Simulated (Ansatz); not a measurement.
For wurtzite ZnO, PBE-D4 (plane waves, PAW; Ansatz, a first-principles code) gives:

| Quantity | Result |
|---|---|
| lattice constant a | 3.252 Å |
| lattice parameter c | 5.251 Å |

Problem. What does r²SCANh (Ansatz, plane waves, PAW) give for the same quantities?

Solution. 
- lattice constant a: 3.231 Å (falls by 0.6 %)
- lattice parameter c: 5.195 Å (falls by 1.1 %)

For comparison: lattice constant a 3.248 Å (measured, 4 K, zero-point motion not removed; as tabulated in arXiv:1206.3780); lattice parameter c 5.204 Å (measured, 4 K, zero-point motion not removed; as tabulated in arXiv:1206.3780).

Changes are worked out from the printed values.

Unless a cell is named, each level is at its own relaxed cell (PBE-D4 12.02, r²SCANh 11.74 Å³/atom).

Ansatz's density-functional and Hartree–Fock values are scalar-relativistic unless marked +SOC, with PAW data made under PBE.
